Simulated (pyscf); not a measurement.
H₃Si–PH₂ (SMILES [SiH3]P) + GaH₃ (SMILES [GaH3]) -> H₃Si–PH–GaH₂ (SMILES [SiH3][PH][GaH2]) + H₂ (SMILES [H][H]) (four-centre exchange; singlet surface; H–P, Ga–H broken, Ga–P, H–H formed). PySCF, gas phase, ωB97X-D3(BJ)/def2-SVP geometries. Rate constants from transition-state theory, ωB97M-D3(BJ)/def2-TZVP energies (ideal gas, 1 atm, RRHO with modes under 100 cm⁻¹ raised to 100, one conformer, R ln 2 for chiral ones without a mode under 150 cm⁻¹; no tunnelling), k in cm³ molecule⁻¹ s⁻¹.

```csv
T (K),1000/T,log10 k
298,3.354,-30.04
600,1.667,-21.58
900,1.111,-18.58
1200,0.833,?
```

Question: Fit an Arrhenius line to the three values, give the activation energy, and predict k at 1200 K.

Answer: Least squares gives log10 k = -13.00 − 5.09 × 1000/T, so Ea = 5.09 × ln 10 × 1.987 = 23.3 kcal/mol, against an electronic barrier of 21.2. At 1200 K the line gives -17.24; the computed value is -16.96 (ΔG‡ = 63.6 kcal/mol), a factor 1.9 over the line, since the plot is curved. On the reactant side the descent ends in a complex, 5.6 kcal/mol under the separated species and 21.7 kcal/mol under the saddle at ωB97X-D3(BJ)/def2-TZVP. At the saddle there is also a short Ga–H contact that neither side keeps. At ωB97X-D3(BJ) the barrier from the zero used here is 16.1 kcal/mol. One saddle was located; it need not be the lowest between these sides. Elements up to Kr have no core potential and no relativistic terms here.
